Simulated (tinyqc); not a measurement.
Worked calculation: UHF in the sto-3g basis, for HF, spin multiplicity 1. This run ends on a higher stationary point, not on the lowest solution. One step of it, computed by the program tinyqc.

Task: Iteration 3: diagonalisation and new density. Diagonalise F' = X^T F X, C = X C', fill 5 alpha and 5 beta electrons from the bottom; D(s) = C_occ C_occ^T. Each column has its largest component positive (the first on a tie).

F(alpha) (hartree), lower triangle:
```
,1F 1s,1F 2s,1F 2px,1F 2py,1F 2pz,2H 1s
1F 1s,-25.836680
1F 2s,-6.608424,-2.965227
1F 2px,-0.000063,-0.014543,-0.358137
1F 2py,0.000114,0.026300,-0.114284,-0.214653
1F 2pz,-0.002530,-0.005366,-0.070100,0.126773,-0.380929
2H 1s,-0.175492,-0.197546,0.058049,-0.104980,-0.156674,-0.110783
```

F(beta) (hartree), lower triangle:
```
,1F 1s,1F 2s,1F 2px,1F 2py,1F 2pz,2H 1s
1F 1s,-25.836680
1F 2s,-6.608424,-2.965227
1F 2px,0.000063,0.014543,-0.358137
1F 2py,-0.000114,-0.026300,-0.114284,-0.214653
1F 2pz,-0.002530,-0.005366,0.070100,-0.126773,-0.380929
2H 1s,-0.175492,-0.197546,-0.058049,0.104980,-0.156674,-0.110783
```

X, lower triangle:
```
,1F 1s,1F 2s,1F 2px,1F 2py,1F 2pz,2H 1s
1F 1s,1.022213
1F 2s,-0.123775,1.025038
1F 2px,0.000000,0.000000,1.000000
1F 2py,0.000000,0.000000,0.000000,1.000000
1F 2pz,-0.000355,0.002769,0.000000,0.000000,1.002665
2H 1s,0.004738,-0.043763,0.000000,0.000000,-0.042309,1.005437
```

Give: F' = X^T F X; orbital energies; coefficients C; F' = X^T F X; orbital energies; coefficients C; D(alpha) after iteration 3; D(beta) after iteration 3.

Result:

F' = X^T F X (alpha) (hartree), lower triangle:
```
,1,2,3,4,5,6
1,-25.3719
2,-3.3745,-1.8189
3,0.0020,-0.0176,-0.3581
4,-0.0037,0.0319,-0.1143,-0.2147
5,-0.0046,0.0032,-0.0728,0.1316,-0.3699
6,0.0022,-0.0974,0.0620,-0.1121,-0.1377,-0.0872
```

orbital energies (alpha) (hartree): MO1 -25.8458, MO2 -1.3531, MO3 -0.4598, MO4 -0.4213, MO5 -0.2459, MO6 0.1052

coefficients C (alpha):
```
,MO1,MO2,MO3,MO4,MO5,MO6
1F 1s,0.9951,-0.2636,0.0092,0.0000,0.0121,0.0199
1F 2s,0.0200,1.0258,-0.0409,0.0000,-0.0652,-0.0968
1F 2px,0.0000,0.0115,0.1718,0.8751,-0.3510,0.2852
1F 2py,0.0000,-0.0208,-0.3106,0.4839,0.6347,-0.5158
1F 2pz,0.0002,0.0099,0.9049,0.0000,0.1001,-0.4222
2H 1s,-0.0010,0.0310,0.1702,0.0000,0.6752,0.7271
```

F' = X^T F X (beta) (hartree), lower triangle:
```
,1,2,3,4,5,6
1,-25.3719
2,-3.3745,-1.8189
3,-0.0020,0.0176,-0.3581
4,0.0037,-0.0319,-0.1143,-0.2147
5,-0.0046,0.0032,0.0728,-0.1316,-0.3699
6,0.0022,-0.0974,-0.0620,0.1121,-0.1377,-0.0872
```

orbital energies (beta) (hartree): MO1 -25.8458, MO2 -1.3531, MO3 -0.4598, MO4 -0.4213, MO5 -0.2459, MO6 0.1052

coefficients C (beta):
```
,MO1,MO2,MO3,MO4,MO5,MO6
1F 1s,0.9951,-0.2636,0.0092,0.0000,0.0121,0.0199
1F 2s,0.0200,1.0258,-0.0409,0.0000,-0.0652,-0.0968
1F 2px,0.0000,-0.0115,-0.1718,0.8751,0.3510,-0.2852
1F 2py,0.0000,0.0208,0.3106,0.4839,-0.6347,0.5158
1F 2pz,0.0002,0.0099,0.9049,0.0000,0.1001,-0.4222
2H 1s,-0.0010,0.0310,0.1702,0.0000,0.6752,0.7271
```

D(alpha) after iteration 3, lower triangle:
```
,1F 1s,1F 2s,1F 2px,1F 2py,1F 2pz,2H 1s
1F 1s,1.0599
1F 2s,-0.2517,1.0586
1F 2px,-0.0057,0.0276,0.9187
1F 2py,0.0102,-0.0499,0.1471,0.7339
1F 2pz,0.0071,-0.0334,0.1204,-0.2178,0.8289
2H 1s,0.0006,-0.0191,-0.2074,0.3751,0.2219,0.4859
```

D(beta) after iteration 3, lower triangle:
```
,1F 1s,1F 2s,1F 2px,1F 2py,1F 2pz,2H 1s
1F 1s,1.0599
1F 2s,-0.2517,1.0586
1F 2px,0.0057,-0.0276,0.9187
1F 2py,-0.0102,0.0499,0.1471,0.7339
1F 2pz,0.0071,-0.0334,-0.1204,0.2178,0.8289
2H 1s,0.0006,-0.0191,0.2074,-0.3751,0.2219,0.4859
```
